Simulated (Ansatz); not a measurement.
Coupled-cluster run, BH₃O₃, SMILES `OB(O)O`.

```yaml
crystal:
  periodic: [false, false, false]
  atoms:
    - {symbol: O, position_ang: [-0.562508, 1.230475, 0.188829]}
    - {symbol: B, position_ang: [-0.000005, -0.000006, -0.000001]}
    - {symbol: O, position_ang: [-0.308363, -1.028823, 0.844158]}
    - {symbol: O, position_ang: [0.870867, -0.201666, -1.032991]}
    - {symbol: H, position_ang: [-1.154526, 1.246453, 0.943756]}
    - {symbol: H, position_ang: [0.147986, -1.839558, 0.609405]}
    - {symbol: H, position_ang: [1.006539, 0.593116, -1.553155]}
basis:
  gaussian: {orbitals: def2-QZVPP}
correlation: {method: ccsd_t}
```

```sh
$ ansatz run in.yaml --threads 2 --pin off --events-out ev --progress --plain --max-ram 31744MiB --backend cuda --devices 0, --max-vram 18GiB
```

Output of Ansatz, abridged:

```
Functional definition: HF
1979 factors; integrals over basis functions are off by at most 1.0e-3 eV
mean field evaluation 1: about -6834.3979 eV, gradient 5.2e1 eV
mean field evaluation 2: about -6834.3983 eV, gradient 5.2e1 eV
mean field evaluation 4: about -6838.8995 eV, gradient 2.7e0 eV
mean field evaluation 8: about -6838.9253 eV, gradient 1.2e-1 eV
mean field evaluation 16: about -6838.9240 eV, gradient 4.4e-1 eV
mean field -6838.92538301 eV, -251.3258722354 hartree, gradient 2.0e-6 eV, S^2 0.000000; 0 other end points of the search recorded, 0 dependent functions left out
4 core orbitals not correlated: weight in the atoms' cores, before any rotation towards them, 1.000 or more for the frozen orbitals, at most 0.000 for the correlated occupied ones
reference -6838.92538301 eV, -251.3258722354 hartree; 12, 12 occupied and 302, 302 virtual orbitals, 1979 factors
second order -23.93205908 eV of doubles, -0.00000000 eV of singles
cycle   1  -23.44603563 eV  change    4.9e-1 eV  update   8.7e-2
cycle   2  -23.89802649 eV  change   -4.5e-1 eV  update   2.4e-2
cycle   3  -23.99536953 eV  change   -9.7e-2 eV  update   1.1e-2
cycle   4  -23.97806363 eV  change    1.7e-2 eV  update   2.3e-3
cycle   5  -23.97711582 eV  change    9.5e-4 eV  update   1.0e-3
cycle   6  -23.97763270 eV  change   -5.2e-4 eV  update   2.7e-4
cycle   7  -23.97747566 eV  change    1.6e-4 eV  update   8.8e-5
cycle   8  -23.97741360 eV  change    6.2e-5 eV  update   2.4e-5
cycle   9  -23.97741305 eV  change    5.5e-7 eV  update   7.2e-6
perturbative correction -0.89289735 eV, -0.0328133722 hartree
Total energy: -6863.79569340 eV, -252.2398392847 hartree
```

Hardware: 2 threads of an AMD EPYC 7R13 on a shared host and a share of an NVIDIA H100 80 GB. Wall time 11 s, peak host memory 0.85 GiB.

The correlation energy is -24.870 eV, 3.6 % of it from (T); the T1 diagnostic reads 0.0112.
